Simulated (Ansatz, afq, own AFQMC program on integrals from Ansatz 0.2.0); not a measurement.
**AlBCl (doublet): AFQMC on the coupled-cluster ladder at distance B1–Al2 = 4.022 Å, cc-pVDZ**

How near does AFQMC come to the top of the ladder for AlBCl (doublet)?

Method: cc-pVDZ, frozen cores; program: Ansatz 0.2.0, Gaussian basis, and an in-house AFQMC program (afq) on its integrals; all values are calculated.

The runs, in order: PBE (unrestricted); r2SCAN (unrestricted); PBE0 (unrestricted); B3LYP (unrestricted); wB97M-V (unrestricted); B2PLYP (unrestricted); CCSD(T) on UHF; CCSDT(Q) on UHF; Phaseless AFQMC, CISD trial on UHF; Phaseless AFQMC, single-determinant trial on UHF.

5 further runs of the same task are left out: 5 that didn't finish. Runs told in other sessions of the task aren't counted.

**1. What is computed**

The geometry derives from a PBE0/def2-TZVP stationary point (not a proven minimum). One bond is set to the value named and the two fragments are kept rigid.

3 atoms, charge 0, spin multiplicity 2.

Atoms are counted from 1 here; the program's logs count them from 0.

Bond lengths: Al2–Cl3 2.113 Å.

**2. PBE (unrestricted)**

File in.yaml:

```yaml
crystal:
  periodic: [false, false, false]
  atoms:
    - {symbol: B, position_ang: [0.000000, 1.738721, -3.669291]}
    - {symbol: Al, position_ang: [0.000000, -0.722469, -0.488249]}
    - {symbol: Cl, position_ang: [0.000000, 0.019632, 1.490492]}
basis:
  gaussian: {orbitals: cc-pVDZ}
magnetization: {spin_polarized: true, initial_magnetization: 1}
hamiltonian: {xc: {name: PBE}}
output: {orbitals: {seedname: orbitals}}
```

On the command line:

```
$ ansatz run in.yaml --threads 1 --pin off --events-out ev --progress --plain --max-ram 1382MiB
```

Log:

```text
Functional definition: PBE
  name "PBE"
  cite "Perdew, Burke & Ernzerhof, Phys. Rev. Lett. 77, 3865 (1996) doi:10.1103/PhysRevLett.77.3865"
  parent pbe
  parameter kappa = 0.804
  parameter beta = 0.06672455060314922
  exchange = pbe_x(kappa = kappa, mu = beta*pi^2/3)
  correlation = pbe_c(beta = beta)
509 factors; integrals over basis functions are off by at most 4.5e-4 eV
mean field evaluation 1: about -19781.0695 eV, gradient 1.1e1 eV
mean field evaluation 2: about -19779.3644 eV, gradient 2.0e1 eV
mean field evaluation 4: about -19781.8171 eV, gradient 7.1e-1 eV
mean field evaluation 8: about -19781.8251 eV, gradient 1.2e-1 eV
mean field evaluation 16: about -19781.8312 eV, gradient 6.9e-2 eV
mean field evaluation 32: about -19781.8312 eV, gradient 1.3e-5 eV
mean field evaluation 64: about -19773.8234 eV, gradient 1.4e1 eV
mean field evaluation 96: about -19772.9336 eV, gradient 1.4e1 eV
mean field evaluation 128: about -19781.7986 eV, gradient 9.0e-2 eV
mean field -19781.83123734 eV, -726.9688893654 hartree, gradient 4.1e-6 eV, S^2 0.752983; 8 other end points of the search recorded, 0 dependent functions left out
reference -19781.83127309 eV, -726.9688906793 hartree; 18, 17 occupied and 32, 33 virtual orbitals, 509 factors
Total energy: -19781.83127309 eV, -726.9688906793 hartree
```

Run time: 7 s. Hardware: 1 thread of Intel Xeon 6975P-C (Granite Rapids), shared host.

From the report: ⟨S²⟩ of the determinant 0.753 (pure doublet: 0.75).

**3. r2SCAN (unrestricted)**

in.yaml, as its differences from that of step 2:

```diff
@@ -9,3 +9,2 @@
 magnetization: {spin_polarized: true, initial_magnetization: 1}
-hamiltonian: {xc: {name: PBE}}
-output: {orbitals: {seedname: orbitals}}
+hamiltonian: {xc: {name: r2SCAN}}
```

Launched as before.

Log, shortened:

```text
Functional definition: r2SCAN
  name "r2SCAN"
  cite "Furness, Kaplan, Ning, Perdew & Sun, J. Phys. Chem. Lett. 11, 8208 (2020) doi:10.1021/acs.jpclett.0c02405"
  cite "Furness, Kaplan, Ning, Perdew & Sun, J. Phys. Chem. Lett. 11, 9248 (2020) doi:10.1021/acs.jpclett.0c03077"
  parent r2scan
[...]
509 factors; integrals over basis functions are off by at most 4.5e-4 eV
[...]
mean field -19789.71439284 eV, -727.2585899867 hartree, gradient 9.5e-6 eV, S^2 0.756516; 9 other end points of the search recorded, 0 dependent functions left out
reference -19789.71440559 eV, -727.2585904552 hartree; 18, 17 occupied and 32, 33 virtual orbitals, 509 factors
Total energy: -19789.71440559 eV, -727.2585904552 hartree
```

It took 14 s on 1 thread of Intel Xeon 6975P-C (Granite Rapids), shared host.

From the report: ⟨S²⟩ of the determinant 0.757 (pure doublet: 0.75).

**4. PBE0 (unrestricted)**

in.yaml, as its differences from that of step 3:

```diff
@@ -9,2 +9,3 @@
 magnetization: {spin_polarized: true, initial_magnetization: 1}
-hamiltonian: {xc: {name: r2SCAN}}
+hamiltonian: {xc: {name: PBE0}}
+output: {orbitals: {seedname: orbitals}}
```

Launched as before.

Log, shortened:

```text
Functional definition: PBE0
  name "PBE0"
  cite "Adamo & Barone, J. Chem. Phys. 110, 6158 (1999) doi:10.1063/1.478522"
  cite "Perdew, Burke & Ernzerhof, Phys. Rev. Lett. 77, 3865 (1996) doi:10.1103/PhysRevLett.77.3865"
  parent pbe
[...]
509 factors; integrals over basis functions are off by at most 4.5e-4 eV
[...]
mean field -19783.69692031 eV, -727.0374519500 hartree, gradient 5.0e-6 eV, S^2 0.754109; 3 other end points of the search recorded, 0 dependent functions left out
reference -19783.69694708 eV, -727.0374529337 hartree; 18, 17 occupied and 32, 33 virtual orbitals, 509 factors
Total energy: -19783.69694708 eV, -727.0374529337 hartree
```

Wall time 3.5 s (1 thread of Intel Xeon 6975P-C (Granite Rapids), shared host).

From the report: ⟨S²⟩ of the determinant 0.754 (pure doublet: 0.75).

**5. B3LYP (unrestricted)**

in.yaml, as its differences from that of step 4:

```diff
@@ -9,3 +9,2 @@
 magnetization: {spin_polarized: true, initial_magnetization: 1}
-hamiltonian: {xc: {name: PBE0}}
-output: {orbitals: {seedname: orbitals}}
+hamiltonian: {xc: {name: B3LYP}}
```

Launched as before.

Log, shortened:

```text
Functional definition: B3LYP
  name "B3LYP"
  cite "Stephens, Devlin, Chabalowski & Frisch, J. Phys. Chem. 98, 11623 (1994) doi:10.1021/j100096a001"
  cite "Becke, Phys. Rev. A 38, 3098 (1988) doi:10.1103/PhysRevA.38.3098"
  cite "Lee, Yang & Parr, Phys. Rev. B 37, 785 (1988) doi:10.1103/PhysRevB.37.785"
  cite "Vosko, Wilk & Nusair, Can. J. Phys. 58, 1200 (1980) doi:10.1139/p80-159"
[...]
509 factors; integrals over basis functions are off by at most 4.5e-4 eV
[...]
mean field -19793.11459275 eV, -727.3835450288 hartree, gradient 2.5e-6 eV, S^2 0.753175; 3 other end points of the search recorded, 0 dependent functions left out
reference -19793.11482670 eV, -727.3835536261 hartree; 18, 17 occupied and 32, 33 virtual orbitals, 509 factors
Total energy: -19793.11482670 eV, -727.3835536261 hartree
```

Run time: 3.2 s. Hardware: 1 thread of Intel Xeon 6975P-C (Granite Rapids), shared host.

From the report: ⟨S²⟩ of the determinant 0.753 (pure doublet: 0.75).

**6. wB97M-V (unrestricted)**

in.yaml, as its differences from that of step 5:

```diff
@@ -9,2 +9,3 @@
 magnetization: {spin_polarized: true, initial_magnetization: 1}
-hamiltonian: {xc: {name: B3LYP}}
+hamiltonian: {xc: {name: wB97M-V}}
+output: {orbitals: {seedname: orbitals}}
```

Same command.

Log, shortened:

```text
Functional definition: wB97M-V
  name "wB97M-V"
  cite "Mardirossian & Head-Gordon, J. Chem. Phys. 144, 214110 (2016) doi:10.1063/1.4952647"
  cite "Becke, J. Chem. Phys. 107, 8554 (1997) doi:10.1063/1.475007"
  cite "Vydrov & Van Voorhis, J. Chem. Phys. 133, 244103 (2010) doi:10.1063/1.3521275"
  # Of w^i u^j: cxij and so on, Table III.
[...]
  gx(w, u) = 1 - cx + cx01*u + cx10*w
  gss(w, u) = css00 + css04*u^4 + css10*w + css20*w^2 + css43*w^4*u^3
  gos(w, u) = cos00 + cos10*w + (cos20 + cos21*u)*w^2 + (cos60 + cos61*u)*w^6
[...]
      + integral(e_c_pw_mod_opposite_spin*gos(b97_w_opposite, b97_u_opposite)) + vv10(b, c)
509 factors; integrals over basis functions are off by at most 4.5e-4 eV
152 factors; integrals over basis functions are off by at most 2.3e-5 eV
[...]
mean field -19790.96458399 eV, -727.3045336639 hartree, gradient 4.3e-6 eV, S^2 0.751113; 3 other end points of the search recorded, 0 dependent functions left out
reference -19790.96462471 eV, -727.3045351606 hartree; 18, 17 occupied and 32, 33 virtual orbitals, 509 factors
Total energy: -19790.96462471 eV, -727.3045351606 hartree
```

It took 16 s on 1 thread of Intel Xeon 6975P-C (Granite Rapids), shared host.

From the report: ⟨S²⟩ of the determinant 0.751 (pure doublet: 0.75).

**7. B2PLYP (unrestricted)**

in.yaml, as its differences from that of step 6:

```diff
@@ -9,3 +9,3 @@
 magnetization: {spin_polarized: true, initial_magnetization: 1}
-hamiltonian: {xc: {name: wB97M-V}}
-output: {orbitals: {seedname: orbitals}}
+hamiltonian: {xc: {name: B2PLYP}}
+correlation: {electrons: outside_noble_gas}
```

The command is unchanged.

Log, shortened:

```text
Functional definition: B2PLYP
  name "B2PLYP"
  cite "Grimme, J. Chem. Phys. 124, 034108 (2006) doi:10.1063/1.2148954"
  cite "Becke, Phys. Rev. A 38, 3098 (1988) doi:10.1103/PhysRevA.38.3098"
  cite "Lee, Yang & Parr, Phys. Rev. B 37, 785 (1988) doi:10.1103/PhysRevB.37.785"
[...]
509 factors; integrals over basis functions are off by at most 4.5e-4 eV
[...]
mean field -19782.17285635 eV, -726.9814436326 hartree, gradient 1.0e-7 eV, S^2 0.755102; 6 other end points of the search recorded, 0 dependent functions left out
11 core orbitals not correlated: weight in the atoms' cores, before any rotation towards them, 1.000 or more for the frozen orbitals, at most 0.000 for the correlated occupied ones
reference -19782.17300489 eV, -726.9814490913 hartree; 7, 6 occupied and 32, 33 virtual orbitals, 509 factors
second order -7.38903704 eV of doubles, -0.00000000 eV of singles
Total energy: -19784.16804489 eV, -727.0547654591 hartree
```

Wall time 8 s (1 thread of Intel Xeon 6975P-C (Granite Rapids), shared host).

From the report: ⟨S²⟩ of the determinant 0.755 (pure doublet: 0.75).

**8. CCSD(T) on UHF**

in.yaml, as its differences from that of step 7:

```diff
@@ -9,3 +9,2 @@
 magnetization: {spin_polarized: true, initial_magnetization: 1}
-hamiltonian: {xc: {name: B2PLYP}}
-correlation: {electrons: outside_noble_gas}
+correlation: {method: ccsd_t, electrons: outside_noble_gas, hamiltonian_folder: ham}
```

Launched as before.

Log, shortened:

```text
Functional definition: HF
  name "HF"
  cite "Fock, Z. Phys. 61, 126 (1930) doi:10.1007/BF01340294"
  parent pbe
[...]
509 factors; integrals over basis functions are off by at most 4.5e-4 eV
[...]
mean field -19755.86053110 eV, -726.0144835145 hartree, gradient 9.4e-8 eV, S^2 0.761184; 16 other end points of the search recorded, 0 dependent functions left out
determinant -19755.86053110 eV, -726.0144835145 hartree, with singles and doubles -19762.98203964 eV, -726.2761941265 hartree
determinant -19755.84834884 eV, -726.0140358250 hartree, with singles and doubles -19762.97139223 eV, -726.2758028415 hartree
determinant -19755.81151421 eV, -726.0126821773 hartree, with singles and doubles -19762.94333757 eV, -726.2747718514 hartree
determinant -19753.81022614 eV, -725.9391361971 hartree, with singles and doubles -19760.16932333 eV, -726.1728287086 hartree
[...]
determinant -19753.66826066 eV, -725.9339190620 hartree, with singles and doubles -19760.03417680 eV, -726.1678621650 hartree
determinant -19755.86053110 eV, -726.0144835145 hartree, with singles and doubles -19762.98183817 eV, -726.2761867226 hartree
determinant -19755.84834884 eV, -726.0140358250 hartree, with singles and doubles -19762.97131332 eV, -726.2757999416 hartree
determinant -19755.81151421 eV, -726.0126821773 hartree, with singles and doubles -19762.94304825 eV, -726.2747612191 hartree
11 core orbitals not correlated: weight in the atoms' cores, before any rotation towards them, 1.000 or more for the frozen orbitals, at most 0.000 for the correlated occupied ones
reference -19755.86053110 eV, -726.0144835145 hartree; 7, 6 occupied and 32, 33 virtual orbitals, 509 factors
second order -5.87302652 eV of doubles, -0.00000000 eV of singles
cycle   1  -7.12131288 eV  change   -5.8e-6 eV  update   4.0e-6
perturbative correction -0.15117988 eV, -0.0055557581 hartree
Total energy: -19763.13302386 eV, -726.2817426941 hartree
```

It took 14 s on 1 thread of Intel Xeon 6975P-C (Granite Rapids), shared host.

From the report: ⟨S²⟩ of the determinant 0.761 (pure doublet: 0.75); correlation -7.2725 eV; T1 0.014; largest double amplitude 0.08.

This run also writes the integrals to the folder ham.

**9. CCSDT(Q) on UHF**

in.yaml, as its differences from that of step 8:

```diff
@@ -9,2 +9,2 @@
 magnetization: {spin_polarized: true, initial_magnetization: 1}
-correlation: {method: ccsd_t, electrons: outside_noble_gas, hamiltonian_folder: ham}
+correlation: {method: ccsdt_q, electrons: outside_noble_gas}
```

The command is unchanged.

Log, shortened:

```text
Functional definition: HF
  name "HF"
  cite "Fock, Z. Phys. 61, 126 (1930) doi:10.1007/BF01340294"
  parent pbe
[...]
921 factors; integrals over basis functions are off by at most 1.3e-7 eV
[...]
mean field -19755.86058419 eV, -726.0144854656 hartree, gradient 7.5e-8 eV, S^2 0.761183; 16 other end points of the search recorded, 0 dependent functions left out
determinant -19755.86058419 eV, -726.0144854656 hartree, with singles and doubles -19762.98211825 eV, -726.2761970152 hartree
determinant -19755.84840547 eV, -726.0140379061 hartree, with singles and doubles -19762.97147397 eV, -726.2758058452 hartree
determinant -19755.81156887 eV, -726.0126841861 hartree, with singles and doubles -19762.94341755 eV, -726.2747747908 hartree
determinant -19753.81031096 eV, -725.9391393141 hartree, with singles and doubles -19760.16941267 eV, -726.1728319916 hartree
[...]
determinant -19755.86058419 eV, -726.0144854656 hartree, with singles and doubles -19762.98191618 eV, -726.2761895892 hartree
determinant -19755.84840547 eV, -726.0140379061 hartree, with singles and doubles -19762.97139468 eV, -726.2758029315 hartree
determinant -19755.81156887 eV, -726.0126841861 hartree, with singles and doubles -19762.94312767 eV, -726.2747641380 hartree
11 core orbitals not correlated: weight in the atoms' cores, before any rotation towards them, 1.000 or more for the frozen orbitals, at most 0.000 for the correlated occupied ones
reference -19755.86058419 eV, -726.0144854656 hartree; 7, 6 occupied and 32, 33 virtual orbitals, 921 factors
second order -5.87305705 eV of doubles, -0.00000000 eV of singles
cycle   1  -6.66200197 eV  change   -7.9e-1 eV  update   9.9e-2
[...]
cycle  52  -7.29825697 eV  change   -3.7e-8 eV  update   1.3e-6
perturbative correction -0.01266006 eV, -0.0004652488 hartree
Total energy: -19763.17150122 eV, -726.2831567110 hartree
```

Wall time 71 s (1 thread of Intel Xeon 6975P-C (Granite Rapids), shared host); peak memory 0.49 GiB.

From the report: ⟨S²⟩ of the determinant 0.761 (pure doublet: 0.75); correlation -7.3109 eV; T1 0.015; largest double amplitude 0.08.

**10. Phaseless AFQMC, CISD trial on UHF**

It reads the integrals that the CCSD(T) run on this determinant wrote.

On the command line:

```
$ afq ham --method phaseless --trial cisd --walkers 60 --populations 1 --least-time 40 --time-step 0.005 --steps-per-block 50 --equilibration-blocks 40 --max-blocks 300 --target-error 0.00086 --factor-cut 1e-05 --start spin_pure --seed 2163 --release-times 0.24,0.51,0.99,1.62,2.4 --release-step 0.03 --release-every 4 --taylor-order 6
```

Log:

```text
orbitals 39  electrons 7 6  factors 267 of 509
reference energy -726.01448351 Eh
CCSD correlation -0.26170312 Eh in 23 cycles, weight of the determinant in the CISD state 0.8298
energy of the start -726.275704 Eh
 block  time / (1/Eh)  mean weight  energy / Eh
     1     0.250  1.0005  -726.270320
     2     0.500  1.0017  -726.271052
     3     0.750  0.9996  -726.271858
     4     1.000  0.9980  -726.275578
     5     1.250  1.0007  -726.276995
     6     1.500  0.9990  -726.278677
     7     1.750  1.0011  -726.278177
     8     2.000  1.0015  -726.282070
     9     2.250  1.0000  -726.275891
    10     2.500  0.9995  -726.276768
    11     2.750  0.9996  -726.277323
    16     4.000  0.9996  -726.297475
    21     5.250  0.9987  -726.282468
    26     6.500  1.0016  -726.278037
    31     7.750  1.0003  -726.282944
    36     9.000  0.9904  -726.327958
    41    10.250  0.9993  -726.280702
    46    11.500  0.9981  -726.282552
    51    12.750  0.9963  -726.282795
    56    14.000  1.0003  -726.282539
    61    15.250  0.9994  -726.282382
    66    16.500  0.9974  -726.295527
    71    17.750  1.0008  -726.277637
    76    19.000  1.0012  -726.281896
    81    20.250  1.0009  -726.279828
    86    21.500  0.9987  -726.299911
    91    22.750  1.0012  -726.279597
    96    24.000  1.0017  -726.281461
   101    25.250  0.9979  -726.289926
   106    26.500  0.9996  -726.281296
   111    27.750  0.9987  -726.288210
   116    29.000  0.9989  -726.279865
   121    30.250  1.0000  -726.281418
   126    31.500  1.0002  -726.284245
   131    32.750  0.9989  -726.279967
   136    34.000  0.9989  -726.277715
   141    35.250  0.9988  -726.283424
   146    36.500  0.9991  -726.282945
   151    37.750  0.9995  -726.284442
   156    39.000  1.0009  -726.277040
   161    40.250  1.0010  -726.273439
   166    41.500  1.0027  -726.284374
   171    42.750  1.0016  -726.279660
   176    44.000  1.0011  -726.281837
   181    45.250  1.0039  -726.287588
   186    46.500  0.9988  -726.281205
   191    47.750  1.0009  -726.276012
   196    49.000  1.0011  -726.287070
blocks merged  error / Eh  count
     1  0.000411  160
     2  0.000516  80
     4  0.000623  40
     8  0.000592  20
    16  0.000498  10
released: time / (1/Eh)  energy / Eh  error  mean overlap
  0.24  -726.282606  0.000487  0.9962
  0.51  -726.282782  0.000508  1.0043
  0.99  -726.281996  0.000601  1.0201
  1.62  -726.282140  0.000659  1.0272
  2.40  -726.283149  0.001379  0.9621
energy -726.282397 +/- 0.000623 Eh
```

Wall time 4.9 min (1 thread of Intel Xeon 6975P-C (Granite Rapids), shared host).

Energy -19763.1508 ± 0.0170 eV. Caveats: constraint bias not in the error.

**11. Phaseless AFQMC, single-determinant trial on UHF**

It reads the integrals that the CCSD(T) run on this determinant wrote.

On the command line:

```
$ afq ham --method phaseless --trial hf --walkers 120 --populations 1 --least-time 40 --time-step 0.005 --steps-per-block 20 --equilibration-blocks 160 --max-blocks 600 --target-error 0.00258 --factor-cut 1e-05 --start spin_pure --seed 2314 --taylor-order 6
```

Log:

```text
orbitals 39  electrons 7 6  factors 267 of 509
reference energy -726.01448351 Eh
CCSD correlation -0.26170312 Eh in 23 cycles, weight of the determinant in the CISD state 0.8298
energy of the start -726.014633 Eh
 block  time / (1/Eh)  mean weight  energy / Eh
     1     0.100  0.9998  -726.064401
     2     0.200  1.0020  -726.100334
     3     0.300  1.0004  -726.131665
     4     0.400  1.0024  -726.163984
     5     0.500  1.0018  -726.189990
     6     0.600  1.0009  -726.202232
     7     0.700  1.0003  -726.209508
     8     0.800  1.0010  -726.203028
     9     0.900  0.9997  -726.218645
    10     1.000  0.9998  -726.234241
    15     1.500  0.9986  -726.246169
    29     2.900  1.0003  -726.246497
    43     4.300  1.0002  -726.289043
    57     5.700  0.9989  -726.291258
    71     7.100  0.9999  -726.273801
    85     8.500  1.0001  -726.293507
    99     9.900  1.0003  -726.285709
   113    11.300  1.0020  -726.299863
   127    12.700  1.0010  -726.278583
   141    14.100  1.0003  -726.268482
   155    15.500  0.9992  -726.267361
   169    16.900  0.9970  -726.290408
   183    18.300  1.0003  -726.279606
   197    19.700  0.9999  -726.278767
   211    21.100  1.0000  -726.264462
   225    22.500  1.0004  -726.257924
   239    23.900  0.9985  -726.267353
   253    25.300  0.9981  -726.256099
   267    26.700  1.0020  -726.232299
   281    28.100  1.0005  -726.284270
   295    29.500  1.0006  -726.253562
   309    30.900  1.0013  -726.282300
   323    32.300  0.9999  -726.288784
   337    33.700  0.9992  -726.263323
   351    35.100  0.9997  -726.260525
   365    36.500  0.9997  -726.253095
   379    37.900  1.0024  -726.266349
   393    39.300  0.9982  -726.262071
   407    40.700  0.9999  -726.275493
   421    42.100  1.0012  -726.301862
   435    43.500  1.0017  -726.279226
   449    44.900  0.9993  -726.275063
   463    46.300  1.0023  -726.287933
   477    47.700  1.0002  -726.266764
   491    49.100  1.0018  -726.266607
   505    50.500  1.0017  -726.282998
   519    51.900  0.9977  -726.266481
   533    53.300  1.0005  -726.281484
   547    54.700  0.9997  -726.267003
blocks merged  error / Eh  count
     1  0.000789  400
     2  0.001031  200
     4  0.001345  100
     8  0.001590  50
    16  0.001908  25
    32  0.002007  12
energy -726.271024 +/- 0.001908 Eh
```

Wall time 3 min (1 thread of Intel Xeon 6975P-C (Granite Rapids), shared host).

Energy -19762.8413 ± 0.0519 eV. Caveats: constraint bias not in the error.

**12. AFQMC on the ladder**

On the UHF determinant, counted from CCSDT(Q) (a yardstick, not exact):

| level | energy (eV) | from CCSDT(Q) (kcal/mol) | statistical error (kcal/mol) | time |
| --- | --- | --- | --- | --- |
| HF | -19755.8605 | +168.59 |  |  |
| MP2 | -19761.7336 | +33.16 |  |  |
| CCSD | -19762.9818 | +4.37 |  |  |
| CCSD(T) | -19763.1330 | +0.89 |  |  |
| CCSDT(Q) | -19763.1715 | 0.00 |  |  |
| Phaseless AFQMC, CISD trial, step 0.005, 60 walkers | -19763.1508 | +0.48 | 0.39 | 4.9 min |
| Phaseless AFQMC, single-determinant trial, step 0.005, 120 walkers | -19762.8413 | +7.61 | 1.20 | 3 min |

The functionals' totals stand on their own zeros and serve differences with other points: PBE -19781.831 eV; r2SCAN -19789.714 eV; PBE0 -19783.697 eV; B3LYP -19793.115 eV; wB97M-V -19790.965 eV; B2PLYP -19784.168 eV.

**13. What came out**

| quantity | value |
| --- | --- |
| CCSD(T) on UHF from CCSDT(Q) | +0.89 kcal/mol |
| Phaseless AFQMC, CISD trial on UHF from CCSDT(Q) | +0.48 ± 0.39 kcal/mol |
| Phaseless AFQMC, single-determinant trial on UHF from CCSDT(Q) | +7.61 ± 1.20 kcal/mol |

**Reading.** On UHF the phaseless walk with the CISD trial lies +0.48 kcal/mol from CCSDT(Q), within three error bars. A single-determinant trial moves the result by +7.14 kcal/mol. Error bars are statistical and leave out the constraint, the time step and what remains of the start.
